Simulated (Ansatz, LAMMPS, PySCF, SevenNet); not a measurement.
# Cohesive energy of rock-salt LiF: levels of theory against measurement

Reference value: 4.46 eV/atom (measured, static lattice: zero-point vibration energy added; as tabulated in Mejia-Rodriguez and Trickey (2018), arXiv:1807.09216).

```
level (code)          value (eV/atom)  cell (Å³/atom)
--------------------  ---------------  --------------
EIM (LAMMPS)                     4.43            8.11
SevenNet-0                       3.79            8.54
LDA (Ansatz)                     4.93            7.47
PBE (PySCF)                         …            8.40
r²SCAN-D4 (Ansatz)               4.43            7.88
Hartree–Fock (PySCF)                …            7.89
MP2 (PySCF)                4.58 ± 0.1            8.20
```

Q: What belongs in the gaps?

A: 
- PBE (PySCF), value (eV/atom): 4.32 ± 0.04
- Hartree–Fock (PySCF), value (eV/atom): 3.38 ± 0.05

Errors against the reference: EIM -0.03 eV/atom, SevenNet-0 -0.67 eV/atom, LDA +0.47 eV/atom, PBE -0.14 eV/atom, r²SCAN-D4 -0.03 eV/atom, Hartree–Fock -1.08 eV/atom, MP2 +0.12 eV/atom.

Leaving aside SevenNet-0 (doubt noted below): Once the reference is moved by up to 0.04 eV/atom (a margin picked here for doubts on the reference and the settings) and values within 0.03 eV/atom count as equal, the nearest can be EIM (-0.03 eV/atom), r²SCAN-D4 (-0.03 eV/atom) or MP2 (+0.12 eV/atom). Among them Hartree–Fock (-1.08 eV/atom) misses by most. Within 0.2 eV/atom: EIM, PBE, r²SCAN-D4, MP2.

Free atoms are spin-polarised, in the lowest state found; at levels without +SOC their spin–orbit coupling is left out.  A ± on a computed value is a rough bar: the spread of its extrapolation, a floor set from checks against published values, or a statistical error. SevenNet-0: free atoms can lie outside what these potentials were trained on. Each level is taken at its own relaxed cell. Cutoffs differ between the levels. Ansatz's density-functional and Hartree–Fock values are scalar-relativistic unless marked +SOC, with PAW data made under PBE.

Empirical potentials (EIM) are fitted to chosen data: where that held the value shown, agreement is built in, and what lay outside the fit can be far off. Machine-learned potentials (SevenNet-0) are trained on DFT data: a solid inside that data is no test of them.

Differences are worked out from the printed values.

Ansatz is an electronic-structure program.
